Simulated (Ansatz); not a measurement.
Born–Oppenheimer molecular dynamics of AlFH₄Si (7 atoms, charge 0, multiplicity 1). It starts from a relaxed structure.

Theory: RKS PBE-D4/def2-SVP (Ansatz).

| Item | Value |
| --- | --- |
| ensemble | NVT, Nosé–Hoover chain |
| time step | 1 fs |
| steps asked | 100 |
| set temperature | 300 K |
| thermostat | time constant 100 fs, chain length 3 (defaults) |
| temperature schedule | 25 steps to 300 K, then 75 steps to 900 K |
| seed | 896211 |

First frame:

```xyz
7
Properties=species:S:1:pos:R:3
F -1.365 -2.235 0.336
Al -0.125 -1.168 0.740
Si 0.130 0.892 -0.570
H 0.788 -1.621 1.972
H -0.884 1.028 -1.674
H 0.009 2.095 0.334
H 1.508 0.941 -1.185
```

(1) How far do the bonds stretch over the last three quarters of this one trajectory? (Pairs bonded in most of those frames.)

Answers

(1) 
| bond | mean (Å) | spread (Å) | shortest | longest |
| --- | --- | --- | --- | --- |
| F1–Al2 | 1.686 | 0.008 | 1.67 | 1.70 |
| Al2–Si3 | 2.460 | 0.018 | 2.43 | 2.49 |
| Al2–H4 | 1.599 | 0.003 | 1.59 | 1.60 |
| Si3–H5 | 1.514 | 0.041 | 1.45 | 1.58 |
| Si3–H6 | 1.513 | 0.023 | 1.48 | 1.55 |
| Si3–H7 | 1.512 | 0.031 | 1.47 | 1.56 |

Mean temperature of the second half: 212 K. The conserved energy stayed within 0.39 meV per atom of its start (net change 0.12 meV per atom), so the integration is sound. The schedule's set-point averaged 700 K over the second half and the system 212 K, so it lags behind the ramp. A run of 0.1 ps of so small a system gives no equilibrium averages.

Run time: 110 s on 1 CPU thread of a shared host.
